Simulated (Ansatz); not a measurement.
**S₂F₂: a ladder of functionals and wavefunction methods**

Aim: compute S₂F₂ with functionals from several rungs and with coupled cluster, and see how far each lands from CCSD(T) at the basis-set limit for the atomisation energy.

Computed with Ansatz 0.2.0, Gaussian basis. Level: functionals in def2-TZVPP, the program's frozen cores in correlated methods.

The runs, in order: LDA (SPW92), PBE-D4, revPBE-D4, BLYP-D4, r2SCAN-D4, B97M-V, PBE0-D4, B3LYP-D4, r2SCANh-D4, r2SCAN0-D4, HSE06-D4, BHLYP-D4, CAM-B3LYP-D4, LC-ωPBE, ωB97X-V, ωB97M-V, B2PLYP, PBE-QIDH; CCSD(T)/def2-SVP; CCSD(T)/def2-TZVPP; CCSD(T)/def2-QZVPP; extrapolation to the limit; RPA on PBE.

## Step 1: The relaxed structure

All runs share one geometry, relaxed beforehand with PBE0-D4 in a triple-zeta def2 set.

4 atoms, charge 0, spin multiplicity 1.

Atoms are counted from 1 here; the program's logs count them from 0.

Bond lengths: F1–S2 1.606 Å, S2–F3 1.606 Å, S2–S4 1.859 Å. Angles: F1–S2–F3 92.0°, F1–S2–S4 107.9°, F3–S2–S4 107.9°.

As a file:

```mol
F2S2
  3D, bonds by distance, orders not assigned

  4  3  0  0  0  0  0  0  0  0999 V2000
    0.7351    0.3364    1.1988 F   0  0
   -0.4810   -0.0900    0.2407 S   0  0
    0.3138   -1.3823   -0.2859 F   0  0
   -0.5679    1.1359   -1.1537 S   0  0
  1  2  8  0
  2  3  8  0
  2  4  8  0
M  END
```

## Step 2: LDA

This LDA is Slater exchange with PW92 correlation.

in.yaml

```yaml
crystal:
  periodic: [false, false, false]
  atoms:
    - {symbol: F, position_ang: [0.735138, 0.336374, 1.198850]}
    - {symbol: S, position_ang: [-0.481009, -0.090007, 0.240681]}
    - {symbol: F, position_ang: [0.313809, -1.382255, -0.285877]}
    - {symbol: S, position_ang: [-0.567950, 1.135877, -1.153655]}
basis:
  gaussian: {orbitals: def2-TZVPP}
hamiltonian: {xc: lda}
output: {orbitals: {seedname: orbitals}}
```

The run is started by

```sh
> ansatz run in.yaml --threads 4 --pin off --events-out ev --progress --plain --max-ram 10444MiB
```

The runs that follow: PBE-D4 (GGA); revPBE-D4 (GGA); BLYP-D4 (GGA); r2SCAN-D4 (meta-GGA); B97M-V (meta-GGA); B3LYP-D4 (hybrid); r2SCANh-D4 (hybrid); r2SCAN0-D4 (hybrid); HSE06-D4 (hybrid); BHLYP-D4 (hybrid); CAM-B3LYP-D4 (range-separated); LC-ωPBE (range-separated); ωB97X-V (range-separated); ωB97M-V (range-separated); B2PLYP (double hybrid); PBE-QIDH (double hybrid); CCSD(T) in def2-SVP; CCSD(T) in def2-TZVPP; CCSD(T) in def2-QZVPP; RPA on PBE orbitals.

Before running them: what should the planned runs give, taken together? Wanted: atomisation energy, CCSD(T)/CBS; farthest beyond LDA; mean size of error, GGA; mean size of error, meta-GGA; mean size of error, hybrid; mean size of error, range-separated; mean size of error, double hybrid; gap, smallest and largest; T1 diagnostic.

The runs gave:

| quantity | value |
| --- | --- |
| atomisation energy, CCSD(T)/CBS | 1050.8 kJ/mol |
| functionals within 5.3 kJ/mol (0.5 %) | PBE0-D4, r2SCANh-D4, ωB97X-V |
| farthest beyond LDA | BHLYP-D4 (-146.7 kJ/mol) |
| mean size of error, GGA | 67.7 kJ/mol |
| mean size of error, meta-GGA | 30.2 kJ/mol |
| mean size of error, hybrid | 38.0 kJ/mol |
| mean size of error, range-separated | 15.6 kJ/mol |
| mean size of error, double hybrid | 35.1 kJ/mol |
| gap, smallest and largest | 3.84 eV (LDA (SPW92)), 10.87 eV (LC-ωPBE) |
| T1 diagnostic | 0.0182 |
| triples share of the correlation energy | 4.2 % |

The LDA atomisation energy is off by 375.7 kJ/mol (36 %): it overbinds. PBE-D4 misses by +112.5 kJ/mol. Double hybrids carry the basis error of their MP2 part in triple zeta, and no dispersion term here, so their miss is partly the set-up's. Taken by rung, range-separated functionals do best (15.6 kJ/mol on average) and GGA ones worst beyond LDA (67.7 kJ/mol). RPA and LDA stand outside this count. The reference freezes the cores and leaves out relativity and excitations past (T), so misses under about 5.3 kJ/mol can't be ranked. Hartree-Fock recovers 42 % of the binding; the rest is correlation. CCSD(T) in def2-SVP is off by -260.7 kJ/mol, worse than the median functional, from the basis alone. The gap grows from 3.8 to 10.9 eV across the functionals, mostly with the share of exact exchange.
